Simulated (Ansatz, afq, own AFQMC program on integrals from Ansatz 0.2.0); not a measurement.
# B2H2, triplet, reference energies and how methods fare

| atom | x (Å) | y (Å) | z (Å) |
| --- | --- | --- | --- |
| B | 0.0000 | 0.0000 | 0.6756 |
| B | 0.0000 | 0.0000 | -0.9095 |
| H | 0.0000 | 1.0479 | 1.2540 |
| H | 0.0000 | -1.0479 | 1.2540 |

Geometry: a PBE0/def2-TZVP stationary point, not shown to be a minimum. Basis cc-pVDZ. Noble-gas cores (and the filled d shells of Ga–Kr and In–Xe) are frozen. AFQMC by an in-house program on the Cholesky factors that Ansatz 0.2.0 writes for its CCSD(T) run. ph-AFQMC/CISD is guided by a CISD state made of CCSD amplitudes; releasing the constraint for a short imaginary time cuts its bias at the price of noise, slowly where states lie close. ± is one standard error of the sampling.

Best estimates are CCSD(T) at the basis-set limit (def2-TZVPP/QZVPP) plus the step from CCSD(T) to the highest rung at hand in cc-pVDZ, named in the table (released AFQMC can keep some 10 meV of bias). No zero-point, core-correlation or spin–orbit terms. Other levels are in cc-pVDZ, the functionals in def2-TZVP; a dash marks a level that is missing or breaks spin symmetry for a member.

Cautions: B₂H₂ (singlet): another spin lies lower, restricted determinant unstable towards unrestricted (UHF 870 meV lower, ⟨S²⟩ 0.95), the ph-AFQMC/CISD walk drifts between its halves (2.5 errors), CCSDTQ on the UHF determinant differs (786 meV lower), perhaps since the unrestricted series falls towards higher spin, its ph-AFQMC/CISD value lies 18 ± 5 meV above CCSDTQ; B₂H₂⁺ (quartet): lower spins were not checked, the search met a lower determinant of the same kind, perhaps of another symmetry (77 meV lower), and this one is a saddle point, the released energies have errors that jump between times, so the bars are unsure, so no released level is given (meV from the phaseless value at times in 1/Eh: -6.4 ± 1.6 at 0.24, -5 ± 8 at 0.51, -15.4 ± 1.4 at 0.99, -20.2 ± 1.6 at 1.62, -20.9 ± 1.7 at 2.40), full CI with its own frozen core, its ph-AFQMC/CISD value lies 28.4 ± 1.9 meV above full CI; row 2: this needn't be the first ionization.

| process | CCSD(T) (kcal/mol) |
| --- | --- |
| to charge +0, singlet (vertical) | 18.4 |
| to charge +1, quartet (vertical) | 292.6 |
| to free atoms | 232.5 |

Question: From these values, estimate the best estimates.

Answer: 
```
                         process  best estimate (kcal/mol)  highest rung
to charge +0, singlet (vertical)                      15.7      CCSDT(Q)
to charge +1, quartet (vertical)                     297.0      CCSDT(Q)
                   to free atoms                     251.5      CCSDT(Q)
```

Errors against the best estimates in kcal/mol, in the same order:

```tsv
level	error, 1	error, 2	error, 3
MP2	9.0	-5.4	-13.3
CCSD(T)	2.7	-4.5	-19.0
ph-AFQMC/CISD	2.6 ± 0.1	-4.1 ± 0.07	-18.7 ± 0.05
CCSD(T)/CBS	0.3	0.0	-0.5
PBE	–	-6.8	13.7
r2SCAN	–	-5.4	17.2
PBE0	–	-4.8	11.1
B3LYP	–	-2.8	7.5
wB97M-V	–	-3.1	4.7
B2PLYP	–	-3.7	3.0
```

Cost at the first geometry (cards were shared with other jobs): PBE0/cc-pVDZ, 0.45 s on 1 thread of AMD EPYC 7R13 Processor (Zen 3), on a shared host; UCCSD(T)/cc-pVDZ, 6.5 s on 1 × NVIDIA H100 80GB HBM3 with 1 thread of AMD EPYC 7R13 Processor (Zen 3), on a shared host; CCSD(T)/def2-QZVPP, 7 s on 1 × NVIDIA H100 80GB HBM3 with 1 thread of AMD EPYC 7R13 Processor (Zen 3), with other jobs on the host; CCSDT(Q), 6.5 s on 1 × NVIDIA H100 80GB HBM3 with 1 thread of AMD EPYC 7R13 Processor (Zen 3), on a shared host; ph-AFQMC/CISD with release, 32 s on 1 × NVIDIA H100 80GB HBM3 with 2 threads of AMD EPYC 7R13 Processor (Zen 3) (shared host).

Best estimates are given only where the step beyond CCSD(T) is under 0.3 eV and no member's determinant is very poor (T1 over 0.05, or 0.07 for open shells, ⟨S²⟩ too high by 0.3, two states mixed), so the hardest cases are missing from such tables.

The functionals ran in a triple-zeta set and keep a basis error of their own, a few kJ/mol for each bond in atomization energies and more for double hybrids, so close places among them and the extrapolated levels can swap.

CCSDT and higher add their correlation energy to the determinant of the CCSD(T) run, since their own runs factorise the integrals more tightly (a shift of under 2 meV). Where the cautions show a poor determinant, the low rows tell how each method copes with it, not its usual error. Each member of a difference takes its own highest rung, so a best estimate needn't equal the limit plus the step of one row. A walk keeps the symmetry of its determinant, which the program's search chose and which needn't be the lowest solution, so a lower state of the same spin and another symmetry isn't excluded.
